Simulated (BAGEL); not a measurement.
# doublet [C3H4F2]+ at 5 levels

We compute a comparison of 5 runs (UHF/STO-3G, UHF/3-21G, ROHF/6-31G*, ROHF/def2-SVP, UHF/def2-SVP) of doublet [C3H4F2]+. 

The calculation is run with BAGEL 1.2.2.

15 further runs of the same task are left out: 15 set aside as unsound or not needed.

## 1. The molecule

[C3H4F2]+: 9 atoms, total charge +1, spin state doublet. SMILES of the parent species: `F/C=C/CF`. The coordinates come from a PBE0-D4/def2-TZVP relaxation. This is one conformer, not always the lowest. That shape belongs to the parent species and isn't relaxed for this state.

Bond lengths: F1–C2 1.332 Å, C2–C3 1.320 Å, C3–C4 1.482 Å, C4–F5 1.388 Å, C2–H6 1.085 Å, C3–H7 1.085 Å, C4–H8 1.094 Å, C4–H9 1.094 Å. Some angles: F1–C2–C3 122.5°, C2–C3–C4 121.0°, C3–C4–F5 110.6°, F1–C2–H6 112.4°, C3–C2–H6 125.1°, C2–C3–H7 120.0°, C4–C3–H7 118.9°, C3–C4–H8 111.2°, C3–C4–H9 111.3°, F5–C4–H8 107.9°.

## 2. The energy at UHF/STO-3G (density fitting with qzvpp-jkfit) (run 1)

File input.json:

```json
{ "bagel" : [

{
  "title" : "molecule",
  "basis" : "sto-3g",
  "df_basis" : "qzvpp-jkfit",
  "angstrom" : true,
  "geometry" : [
    { "atom" : "F", "xyz" : [      -2.209900,      -0.026000,       1.314000 ] },
    { "atom" : "C", "xyz" : [      -1.254900,      -0.268300,       0.418300 ] },
    { "atom" : "C", "xyz" : [      -0.069300,       0.309000,       0.473200 ] },
    { "atom" : "C", "xyz" : [       0.980100,      -0.003600,      -0.525800 ] },
    { "atom" : "F", "xyz" : [       1.279200,       1.118700,      -1.286000 ] },
    { "atom" : "H", "xyz" : [      -1.566100,      -0.985700,      -0.334400 ] },
    { "atom" : "H", "xyz" : [       0.150200,       1.024100,       1.258600 ] },
    { "atom" : "H", "xyz" : [       0.654400,      -0.794800,      -1.207600 ] },
    { "atom" : "H", "xyz" : [       1.910300,      -0.315800,      -0.041200 ] }
  ]
},

{ "title" : "uhf", "charge" : 1, "nopen" : 1 },

{ "title" : "print", "file" : "orbitals.molden", "orbitals" : true }

]}
```

Command:

```bash
BAGEL_NUM_THREADS=1 BAGEL input.json > input.out
```

Standard output:

```text
* using 1 threads per process

  ===============================================================
  ===============================================================

  *** Geometry ***

  { "atom" : "F", "xyz" : [     -4.176106,     -0.049133,      2.483100 ] },
  { "atom" : "C", "xyz" : [     -2.371417,     -0.507014,      0.790472 ] },
  { "atom" : "C", "xyz" : [     -0.130958,      0.583925,      0.894218 ] },
  { "atom" : "C", "xyz" : [      1.852121,     -0.006803,     -0.993618 ] },
  { "atom" : "F", "xyz" : [      2.417338,      2.114037,     -2.430188 ] },
  { "atom" : "H", "xyz" : [     -2.959500,     -1.862703,     -0.631924 ] },
  { "atom" : "H", "xyz" : [      0.283837,      1.935269,      2.378409 ] },
  { "atom" : "H", "xyz" : [      1.236637,     -1.501954,     -2.282033 ] },
  { "atom" : "H", "xyz" : [      3.609944,     -0.596776,     -0.077857 ] },

  Number of auxiliary basis functions:      451

  Since a DF basis is specified, we compute 2- and 3-index integrals:
    o Being stored without compression. Storage requirement is 0.003 GB

  Number of basis functions:       29
  Number of electrons      :       40

    * METHOD: MOLECULE                             0.13

  *** Open-shell HF ***

  === Nuclear Repulsion ===
   165.3018496539

      * DIIS with orbital gradients will be used.

  === UHF iteration (sto-3g) ===
      0       -310.08538303          0.05230124           0.03
      1       -310.25774628          0.02090161           0.02
      2       -310.28198184          0.00846005           0.02
      3       -310.28625036          0.00128857           0.02
      4       -310.28667230          0.00030290           0.02
      5       -310.28671747          0.00017729           0.02
      6       -310.28674020          0.00011181           0.02
      7       -310.28674962          0.00008016           0.02
      8       -310.28675615          0.00003345           0.02
      9       -310.28675702          0.00002227           0.02
     10       -310.28675746          0.00000967           0.02
     11       -310.28675757          0.00000531           0.02
     12       -310.28675762          0.00000308           0.02
     13       -310.28675764          0.00000156           0.02
     14       -310.28675764          0.00000070           0.02
     15       -310.28675764          0.00000035           0.02
     16       -310.28675764          0.00000023           0.02
     17       -310.28675764          0.00000013           0.02
     18       -310.28675764          0.00000006           0.02
     19       -310.28675764          0.00000003           0.02
     20       -310.28675764          0.00000001           0.02
    * SCF iteration converged.

    * S^2 (UHF) is 0.7617

    * Permanent dipole moment:
           (    0.660264,     0.796943,    -0.698796) a.u.

    * METHOD: UHF                                  0.50

    * METHOD: PRINT                                0.00

  ===============================================================
```

It took 0.96 s on 1 thread of Intel Xeon 6975P-C (Granite Rapids), shared host.

## 3. A single-point energy at UHF/3-21G (density fitting with qzvpp-jkfit) (run 2)

File calc.json:

```json
{ "bagel" : [

{
  "title" : "molecule",
  "basis" : "3-21g",
  "df_basis" : "qzvpp-jkfit",
  "angstrom" : true,
  "geometry" : [
    { "atom" : "F", "xyz" : [   -2.209900,   -0.026000,    1.314000 ] },
    { "atom" : "C", "xyz" : [   -1.254900,   -0.268300,    0.418300 ] },
    { "atom" : "C", "xyz" : [   -0.069300,    0.309000,    0.473200 ] },
    { "atom" : "C", "xyz" : [    0.980100,   -0.003600,   -0.525800 ] },
    { "atom" : "F", "xyz" : [    1.279200,    1.118700,   -1.286000 ] },
    { "atom" : "H", "xyz" : [   -1.566100,   -0.985700,   -0.334400 ] },
    { "atom" : "H", "xyz" : [    0.150200,    1.024100,    1.258600 ] },
    { "atom" : "H", "xyz" : [    0.654400,   -0.794800,   -1.207600 ] },
    { "atom" : "H", "xyz" : [    1.910300,   -0.315800,   -0.041200 ] }
  ]
},
{
  "title" : "uhf",
  "charge" : 1,
  "nopen" : 1
},
{
  "title" : "print",
  "file" : "orbitals.molden",
  "orbitals" : true
}

]}
```

Command:

```bash
BAGEL_NUM_THREADS=1 BAGEL calc.json > calc.out
```

Standard output:

```text
* using 1 threads per process

  ===============================================================
  ===============================================================

  *** Geometry ***

  { "atom" : "F", "xyz" : [     -4.176106,     -0.049133,      2.483100 ] },
  { "atom" : "C", "xyz" : [     -2.371417,     -0.507014,      0.790472 ] },
  { "atom" : "C", "xyz" : [     -0.130958,      0.583925,      0.894218 ] },
  { "atom" : "C", "xyz" : [      1.852121,     -0.006803,     -0.993618 ] },
  { "atom" : "F", "xyz" : [      2.417338,      2.114037,     -2.430188 ] },
  { "atom" : "H", "xyz" : [     -2.959500,     -1.862703,     -0.631924 ] },
  { "atom" : "H", "xyz" : [      0.283837,      1.935269,      2.378409 ] },
  { "atom" : "H", "xyz" : [      1.236637,     -1.501954,     -2.282033 ] },
  { "atom" : "H", "xyz" : [      3.609944,     -0.596776,     -0.077857 ] },

  Number of auxiliary basis functions:      451

  Since a DF basis is specified, we compute 2- and 3-index integrals:
    o Being stored without compression. Storage requirement is 0.010 GB

  Number of basis functions:       53
  Number of electrons      :       40

    * METHOD: MOLECULE                             0.10

  *** Open-shell HF ***

  === Nuclear Repulsion ===
   165.3018496539

      * DIIS with orbital gradients will be used.

  === UHF iteration (3-21g) ===
      0       -312.51778534          0.05191366           0.05
      1       -312.64345628          0.03319227           0.05
      2       -312.67736603          0.02168904           0.04
      3       -312.69885519          0.00172129           0.05
      4       -312.69957939          0.00082694           0.05
      5       -312.69974683          0.00037406           0.05
      6       -312.69981491          0.00017640           0.05
      7       -312.69983052          0.00008167           0.05
      8       -312.69983460          0.00003598           0.05
      9       -312.69983546          0.00001450           0.05
     10       -312.69983558          0.00000752           0.05
     11       -312.69983560          0.00000359           0.05
     12       -312.69983561          0.00000171           0.05
     13       -312.69983562          0.00000073           0.05
     14       -312.69983562          0.00000043           0.05
     15       -312.69983562          0.00000022           0.05
     16       -312.69983562          0.00000012           0.05
     17       -312.69983562          0.00000006           0.04
     18       -312.69983562          0.00000003           0.04
     19       -312.69983562          0.00000001           0.04
     20       -312.69983562          0.00000001           0.04
    * SCF iteration converged.

    * S^2 (UHF) is 0.7552

    * Permanent dipole moment:
           (    0.286935,     1.197378,    -0.604977) a.u.

    * METHOD: UHF                                  1.03

    * METHOD: PRINT                                0.00

  ===============================================================
```

It took 1.4 s on 1 thread of Intel Xeon 6975P-C (Granite Rapids), shared host.

Run 3 isn't shown in full; the table further down has it.

## 4. The energy at ROHF/def2-SVP (density fitting with qzvpp-jkfit) (run 4)

File job.json:

```json
{ "bagel" : [

{
  "title" : "molecule",
  "basis" : "svp",
  "df_basis" : "qzvpp-jkfit",
  "angstrom" : true,
  "geometry" : [
    { "atom" : "F", "xyz" : [      -2.209900,      -0.026000,       1.314000 ] },
    { "atom" : "C", "xyz" : [      -1.254900,      -0.268300,       0.418300 ] },
    { "atom" : "C", "xyz" : [      -0.069300,       0.309000,       0.473200 ] },
    { "atom" : "C", "xyz" : [       0.980100,      -0.003600,      -0.525800 ] },
    { "atom" : "F", "xyz" : [       1.279200,       1.118700,      -1.286000 ] },
    { "atom" : "H", "xyz" : [      -1.566100,      -0.985700,      -0.334400 ] },
    { "atom" : "H", "xyz" : [       0.150200,       1.024100,       1.258600 ] },
    { "atom" : "H", "xyz" : [       0.654400,      -0.794800,      -1.207600 ] },
    { "atom" : "H", "xyz" : [       1.910300,      -0.315800,      -0.041200 ] }
  ]
},

{
  "title" : "rohf",
  "charge" : 1,
  "nopen" : 1
},

{
  "title" : "print",
  "file" : "orbitals.molden",
  "orbitals" : true
}

]}
```

Command:

```bash
BAGEL_NUM_THREADS=1 BAGEL job.json > job.out
```

Standard output:

```text
* using 1 threads per process

  ===============================================================
  ===============================================================

  *** Geometry ***

  { "atom" : "F", "xyz" : [     -4.176106,     -0.049133,      2.483100 ] },
  { "atom" : "C", "xyz" : [     -2.371417,     -0.507014,      0.790472 ] },
  { "atom" : "C", "xyz" : [     -0.130958,      0.583925,      0.894218 ] },
  { "atom" : "C", "xyz" : [      1.852121,     -0.006803,     -0.993618 ] },
  { "atom" : "F", "xyz" : [      2.417338,      2.114037,     -2.430188 ] },
  { "atom" : "H", "xyz" : [     -2.959500,     -1.862703,     -0.631924 ] },
  { "atom" : "H", "xyz" : [      0.283837,      1.935269,      2.378409 ] },
  { "atom" : "H", "xyz" : [      1.236637,     -1.501954,     -2.282033 ] },
  { "atom" : "H", "xyz" : [      3.609944,     -0.596776,     -0.077857 ] },

  Number of auxiliary basis functions:      451

  Since a DF basis is specified, we compute 2- and 3-index integrals:
    o Being stored without compression. Storage requirement is 0.029 GB

  Number of basis functions:       90
  Number of electrons      :       40

    * METHOD: MOLECULE                             0.15

  *** Open-shell HF ***

  === Nuclear Repulsion ===
   165.3018496539

      * DIIS with orbital gradients will be used.

  === ROHF iteration (svp) ===
      0       -313.96850153          0.03437896           0.10
      1       -314.10170973          0.02182198           0.10
      2       -314.14198380          0.01443679           0.10
      3       -314.17174587          0.00140020           0.10
      4       -314.17288193          0.00060729           0.10
      5       -314.17311119          0.00030060           0.10
      6       -314.17319972          0.00013018           0.10
      7       -314.17321989          0.00006986           0.10
      8       -314.17322421          0.00003217           0.09
      9       -314.17322613          0.00001143           0.09
     10       -314.17322563          0.00000586           0.10
     11       -314.17322558          0.00000252           0.10
     12       -314.17322552          0.00000101           0.10
     13       -314.17322552          0.00000044           0.10
     14       -314.17322552          0.00000023           0.10
     15       -314.17322552          0.00000012           0.10
     16       -314.17322552          0.00000006           0.10
     17       -314.17322552          0.00000003           0.12
     18       -314.17322552          0.00000002           0.09
     19       -314.17322552          0.00000001           0.10
    * SCF iteration converged.

    * S^2 (ROHF) is 0.7500

    * Permanent dipole moment:
           (    0.274154,     1.169949,    -0.585255) a.u.

    * METHOD: ROHF                                 2.10

    * METHOD: PRINT                                0.01

  ===============================================================
```

It took 2.5 s on 1 thread of Intel Xeon 6975P-C (Granite Rapids), shared host; peak memory 0.11 GiB.

## 5. The energy at UHF/def2-SVP (density fitting with qzvpp-jkfit) (run 5)

input.json, as its differences from that of step 2:

```diff
@@ -4,3 +4,3 @@
   "title" : "molecule",
-  "basis" : "sto-3g",
+  "basis" : "svp",
   "df_basis" : "qzvpp-jkfit",
```

Command:

```bash
BAGEL_NUM_THREADS=1 BAGEL input.json > input.out
```

Standard output:

```text
* using 1 threads per process

  ===============================================================
  ===============================================================

  *** Geometry ***

  { "atom" : "F", "xyz" : [     -4.176106,     -0.049133,      2.483100 ] },
  { "atom" : "C", "xyz" : [     -2.371417,     -0.507014,      0.790472 ] },
  { "atom" : "C", "xyz" : [     -0.130958,      0.583925,      0.894218 ] },
  { "atom" : "C", "xyz" : [      1.852121,     -0.006803,     -0.993618 ] },
  { "atom" : "F", "xyz" : [      2.417338,      2.114037,     -2.430188 ] },
  { "atom" : "H", "xyz" : [     -2.959500,     -1.862703,     -0.631924 ] },
  { "atom" : "H", "xyz" : [      0.283837,      1.935269,      2.378409 ] },
  { "atom" : "H", "xyz" : [      1.236637,     -1.501954,     -2.282033 ] },
  { "atom" : "H", "xyz" : [      3.609944,     -0.596776,     -0.077857 ] },

  Number of auxiliary basis functions:      451

  Since a DF basis is specified, we compute 2- and 3-index integrals:
    o Being stored without compression. Storage requirement is 0.029 GB

  Number of basis functions:       90
  Number of electrons      :       40

    * METHOD: MOLECULE                             0.16

  *** Open-shell HF ***

  === Nuclear Repulsion ===
   165.3018496539

      * DIIS with orbital gradients will be used.

  === UHF iteration (svp) ===
      0       -313.96850153          0.03437896           0.10
      1       -314.10472120          0.02175725           0.10
      2       -314.14513554          0.01431571           0.09
      3       -314.17421475          0.00134534           0.10
      4       -314.17539187          0.00057261           0.10
      5       -314.17560383          0.00030186           0.10
      6       -314.17572654          0.00013589           0.11
      7       -314.17574529          0.00007465           0.09
      8       -314.17575190          0.00003571           0.09
      9       -314.17575385          0.00001244           0.09
     10       -314.17575402          0.00000644           0.09
     11       -314.17575406          0.00000300           0.10
     12       -314.17575407          0.00000138           0.10
     13       -314.17575407          0.00000064           0.10
     14       -314.17575408          0.00000033           0.10
     15       -314.17575408          0.00000018           0.09
     16       -314.17575408          0.00000009           0.09
     17       -314.17575408          0.00000005           0.10
     18       -314.17575408          0.00000003           0.09
     19       -314.17575408          0.00000001           0.09
     20       -314.17575408          0.00000001           0.09
    * SCF iteration converged.

    * S^2 (UHF) is 0.7553

    * Permanent dipole moment:
           (    0.281455,     1.170741,    -0.587681) a.u.

    * METHOD: UHF                                  2.12

    * METHOD: PRINT                                0.01

  ===============================================================
```

Wall time 2.6 s (1 thread of Intel Xeon 6975P-C (Granite Rapids), shared host); peak memory 0.11 GiB.

## 6. Overview of the runs

| run | level | energy (Eh) | ⟨S²⟩ | wall time |
| --- | --- | --- | --- | --- |
| 1 | UHF/STO-3G (density fitting with qzvpp-jkfit) | -310.286758 | 0.762 | 0.96 s |
| 2 | UHF/3-21G (density fitting with qzvpp-jkfit) | -312.699836 | 0.755 | 1.4 s |
| 3 | ROHF/6-31G* (density fitting with qzvpp-jkfit, spherical functions) | -314.420590 | 0.750 | 2.3 s |
| 4 | ROHF/def2-SVP (density fitting with qzvpp-jkfit) | -314.173226 | 0.750 | 2.5 s |
| 5 | UHF/def2-SVP (density fitting with qzvpp-jkfit) | -314.175754 | 0.755 | 2.6 s |

## 7. Summary of results

| quantity | value |
| --- | --- |
| run 5: total energy | -314.17575 Eh |
| run 5: ⟨S²⟩ | 0.755 |

**Reading.** In run 1 the basis is minimal, so the values are rough. All runs together took 9.8 s, the longest 2.6 s.
